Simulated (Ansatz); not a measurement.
# H5O3: the cost of one run

Method: the levels named in each step, in Ansatz 0.2.0.

## Step 1: The structure to begin with

Bond lengths: O1–H4 0.987 Å, O1–H5 0.962 Å, O2–H6 0.958 Å, O2–H7 0.976 Å, O3–H8 0.956 Å. Angles: H4–O1–H5 107.3°, H6–O2–H7 106.5°.

Structure file:

```xyz
8

O    -0.0797   -0.6385    1.1594
O     0.8735   -0.4116   -1.3258
O    -0.8373    1.0373    0.1902
H     0.4120   -0.7752    0.3145
H    -0.9630   -0.9979    1.0368
H     1.6952    0.0578   -1.4777
H     0.1944    0.2669   -1.1487
H    -0.6477    1.6516    0.8977
```

## Step 2: A rough first relaxation, PBE-D4/def2-SVP

This run stands in another session on the same molecule. It ended at:

```xyz
8

O     0.0004   -0.6990    1.1888
O     0.7832   -0.3760   -1.3150
O    -0.9468    1.0199    0.0886
H     0.4209   -0.7953    0.2706
H    -0.9297   -0.9457    1.0109
H     1.6496    0.0717   -1.3016
H     0.1383    0.3519   -1.0497
H    -0.4687    1.5628    0.7538
```

## Step 3: Relaxation, PBE0-D4/def2-TZVPP

The input, input.yaml:

```yaml
crystal:
  periodic: [false, false, false]
  atoms:
    - { symbol: O, position_ang: [0.000434, -0.69896697, 1.18879719] }
    - { symbol: O, position_ang: [0.78324559, -0.37603003, -1.31500116] }
    - { symbol: O, position_ang: [-0.94679806, 1.01987498, 0.08858929] }
    - { symbol: H, position_ang: [0.42094263, -0.79527276, 0.27059174] }
    - { symbol: H, position_ang: [-0.92966374, -0.94570134, 1.01092145] }
    - { symbol: H, position_ang: [1.64963842, 0.07173738, -1.30159928] }
    - { symbol: H, position_ang: [0.13825765, 0.35193322, -1.0497027] }
    - { symbol: H, position_ang: [-0.46868649, 1.56282552, 0.75384347] }
magnetization:
  spin_polarized: true
  initial_magnetization: 1
basis:
  gaussian: { orbitals: def2-TZVPP }
hamiltonian:
  xc: pbe0
  dispersion: d4
relax:
  f_tol: 0.002
  max_steps: 150
```

Started as:

```sh
ansatz run input.yaml --threads 4 --pin off --max-ram 10240MiB --backend cpu --events-out ev --progress --plain --runs-dir out
```

Q: Estimate wall time and peak memory on 4 threads of Arm Neoverse V2, shared host.

About 91 s, with a peak of 0.42 GiB.
